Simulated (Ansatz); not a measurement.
# One shape, several levels: CHFO (formyl fluoride)

Aim: a comparison of 6 runs (B3LYP/STO-3G, BLYP/STO-3G, UB3LYP/STO-3G, RPA@PBE/STO-3G, UMP2/STO-3G, CCSDT/STO-3G) of CHFO (formyl fluoride). 

Program for the calculation: Ansatz 0.2.0.

62 further runs of the same task are left out: 2 that didn't finish, 60 set aside as unsound or not needed.

**1. The structure to begin with**

The species is CHFO (4 atoms), meant as a singlet with charge 0. SMILES: `O=CF`. The H4–C2 distance was set to 1.371 Å, away from the relaxed value.

Bond lengths: O1–C2 1.174 Å, C2–F3 1.336 Å. Angles: O1–C2–F3 122.9°. A long bond or contact: C2–H4 1.371 Å.

**2. A single-point energy at B3LYP/STO-3G (run 1)**

The input, molecule.yaml:

```yaml
basis:
  gaussian: {orbitals: STO-3G}
crystal:
  periodic: [false, false, false]
  atoms:
    - symbol: O
      position_ang: [-0.988585, 0.012261, 1.000050]
    - symbol: C
      position_ang: [-0.145645, -0.121399, 0.193930]
    - symbol: F
      position_ang: [0.485955, -1.280729, -0.009510]
    - symbol: H
      position_ang: [0.350540, 0.823120, -0.667550]
hamiltonian: {xc: {name: B3LYP}}
accuracy: high
```

On the command line:

```bash
ansatz run molecule.yaml --threads 1 --pin off --max-ram 3480MiB --events-out events.jsonl --progress --plain --runs-dir runs
```

The program printed:

```text
Warning: RAYON_NUM_THREADS=1 ignored (pool sized by the plan → 1); use --threads N
Functional definition: B3LYP
  name "B3LYP"
  parameter a0 = 0.2
  parameter ax = 0.72
  parameter ac = 0.81
  exchange = (1 - a0 - ax)*slater_x + ax*b88_x + a0*exact_x
  correlation = (1 - ac)*vwn_rpa_c + ac*lyp_c
273 factors; integrals over basis functions are off by at most 3.0e-8 eV
mean field evaluation 1: about -5731.6888 eV, gradient 3.0e1 eV
mean field evaluation 2: about -5722.8758 eV, gradient 7.0e1 eV
mean field evaluation 4: about -5734.3231 eV, gradient 2.5e0 eV
mean field evaluation 8: about -5734.3117 eV, gradient 4.5e-2 eV
mean field evaluation 16: about -5734.3117 eV, gradient 8.3e-9 eV
mean field -5734.31174594 eV, -210.7320698071 hartree, gradient 1.5e-8 eV, S^2 0.000000; 0 other end points of the search recorded, 0 dependent functions left out
reference -5734.31176418 eV, -210.7320704775 hartree; 12, 12 occupied and 4, 4 virtual orbitals, 273 factors
Total energy: -5734.31176418 eV, -210.7320704775 hartree
```

It took 0.93 s on 1 thread of Intel Xeon Platinum 8259CL at 2.50GHz (Skylake/Cascade Lake), shared host.

**3. The energy at BLYP/STO-3G (run 2)**

The input, run.yaml:

```yaml
crystal:
  periodic: [false, false, false]
  atoms:
    - {symbol: O, position_ang: [-0.988585, 0.012261, 1.000050]}
    - {symbol: C, position_ang: [-0.145645, -0.121399, 0.193930]}
    - {symbol: F, position_ang: [0.485955, -1.280729, -0.009510]}
    - {symbol: H, position_ang: [0.350540, 0.823120, -0.667550]}
basis:
  gaussian: {orbitals: STO-3G}
hamiltonian: {xc: {name: BLYP}}
accuracy: high
```

On the command line:

```bash
ansatz run run.yaml --threads 1 --pin off --max-ram 3480MiB --events-out events.jsonl --progress --plain --runs-dir runs
```

The program printed:

```text
Warning: RAYON_NUM_THREADS=1 ignored (pool sized by the plan → 1); use --threads N
Functional definition: BLYP
  name "BLYP"
  parameter beta = 0.0042
  parameter a = 0.04918
  parameter b = 0.132
  parameter c = 0.2533
  parameter d = 0.349
  exchange = b88_x(beta = beta)
  correlation = lyp_c(a = a, b = b, c = c, d = d)
273 factors; integrals over basis functions are off by at most 3.0e-8 eV
mean field evaluation 1: about -5730.7655 eV, gradient 2.8e1 eV
mean field evaluation 2: about -5712.8966 eV, gradient 9.2e1 eV
mean field evaluation 4: about -5732.9502 eV, gradient 4.1e0 eV
mean field evaluation 8: about -5732.9327 eV, gradient 1.2e-1 eV
mean field evaluation 16: about -5732.9328 eV, gradient 1.3e-7 eV
mean field -5732.93276097 eV, -210.6813930442 hartree, gradient 6.7e-9 eV, S^2 0.000000; 0 other end points of the search recorded, 0 dependent functions left out
reference -5732.93278585 eV, -210.6813939585 hartree; 12, 12 occupied and 4, 4 virtual orbitals, 273 factors
Total energy: -5732.93278585 eV, -210.6813939585 hartree
```

It took 0.89 s on 1 thread of Intel Xeon Platinum 8259CL at 2.50GHz (Skylake/Cascade Lake), shared host.

Runs 3 to 5 aren't shown in full; the table further down has their settings and results.

**4. A single-point energy at CCSDT/STO-3G (run 6)**

The input, input.yaml:

```yaml
crystal:
  periodic: [false, false, false]
  atoms:
    - symbol: O
      position_ang: [-0.988585, 0.012261, 1.000050]
    - symbol: C
      position_ang: [-0.145645, -0.121399, 0.193930]
    - symbol: F
      position_ang: [0.485955, -1.280729, -0.009510]
    - symbol: H
      position_ang: [0.350540, 0.823120, -0.667550]
basis:
  gaussian:
    orbitals: STO-3G
total_charge: 0
correlation:
  method: ccsdt
  frozen_orbitals: {C: 1, F: 1, H: 0, O: 1}
accuracy: high
scf:
  omitted_lower_state_checks: [cluster_reference, increment]
```

On the command line:

```bash
ansatz run input.yaml --threads 1 --pin off --max-ram 3480MiB --events-out events.jsonl --progress --plain --runs-dir runs
```

The program printed:

```text
Warning: RAYON_NUM_THREADS=1 ignored (pool sized by the plan → 1); use --threads N
[... 11 lines left out ...]
3 core orbitals not correlated: weight in the atoms' cores, before any rotation towards them, 1.000 or more for the frozen orbitals, at most 0.000 for the correlated occupied ones
[... 26 lines left out ...]
Total energy: -5713.45786576 eV, -209.9657038457 hartree
Checks for a lower state left out: cluster_reference, increment
```

It took 0.74 s on 1 thread of Intel Xeon Platinum 8259CL at 2.50GHz (Skylake/Cascade Lake), shared host.

**5. The series**

| run | level | frozen core orbitals | energy (Eh) | wall time |
| --- | --- | --- | --- | --- |
| 1 | B3LYP/STO-3G | – | -210.732070 | 0.93 s |
| 2 | BLYP/STO-3G | – | -210.681394 | 0.89 s |
| 3 | UB3LYP/STO-3G | – | -210.732070 | 1.5 s |
| 4 | RPA@PBE/STO-3G | 3 | -210.032823 | 1.6 s |
| 5 | UMP2/STO-3G | 3 | -209.931117 | 0.28 s |
| 6 | CCSDT/STO-3G | 3 | -209.965704 | 0.74 s |

**6. Outcome**

```
                                          quantity          value
                               run 6: total energy  -209.96570 Eh
run 6: correlation energy (3 core orbitals frozen)     -174.8 mEh
                              run 6: T1 diagnostic          0.015
```

Totals of different functionals can't be ranked against each other. In run 6 the log says that unrestricted orbitals would lower the reference, so the values rest on an unstable closed-shell determinant (other closed-shell runs at this shape may share the fault). In runs 1, 2, 3, 4, 5, 6 the basis is minimal, so the values are rough. All runs together took 5.9 s, the longest 1.6 s.
